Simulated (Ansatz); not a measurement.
A made-up structure of AlNH₃S (charge -1), closed shell:

N1  (-0.732, 0.311, -0.774)
Al2  (0.603, -0.215, 0.657)
S3  (1.599, -2.318, 0.901)
H4  (-1.201, 1.332, -0.874)
H5  (-1.106, -0.384, -1.581)
H6  (0.838, 1.274, 1.672)
(Å)

It is relaxed with PBE-D4/def2-SVPD and then PBE0-D4/def2-TZVPD (Ansatz 0.2.0). Atoms count as bonded within 1.22 times the sum of their covalent radii (H–H: 0.88 Å). The end point is not checked to be a true minimum.

Q: Does its bonding change? (A judgement: the text doesn't fix the answer.)

A: The calculation gives: No: no bond forms or breaks.

Where it ends: The first stage lowers the energy by 1.17 eV in 6 steps. It ends as AlNH₃S ([NH2][AlH][S]), total charge -1:
```json
{"atom": "N1", "x (Å)": "-0.6536", "y (Å)": "0.2767", "z (Å)": "-0.6916"}
{"atom": "Al2", "x (Å)": "0.5380", "y (Å)": "-0.1921", "z (Å)": "0.5865"}
{"atom": "S3", "x (Å)": "1.4280", "y (Å)": "-2.0694", "z (Å)": "0.8054"}
{"atom": "H4", "x (Å)": "-1.0713", "y (Å)": "1.1895", "z (Å)": "-0.7791"}
{"atom": "H5", "x (Å)": "-0.9889", "y (Å)": "-0.3420", "z (Å)": "-1.4129"}
{"atom": "H6", "x (Å)": "0.7478", "y (Å)": "1.1373", "z (Å)": "1.4918"}
```

Labels in which every atom is bracketed show which atoms are joined, not bond orders.

For scale, one of the runs: PBE0-D4/def2-TZVPD relaxation, 153 basis functions, launched by `ansatz run in.yaml --threads 2 --pin off --events-out ev --progress --plain --max-ram 4352MiB`. The run took about 12 s on 2 CPU threads of an Arm Neoverse V2 (shared host).
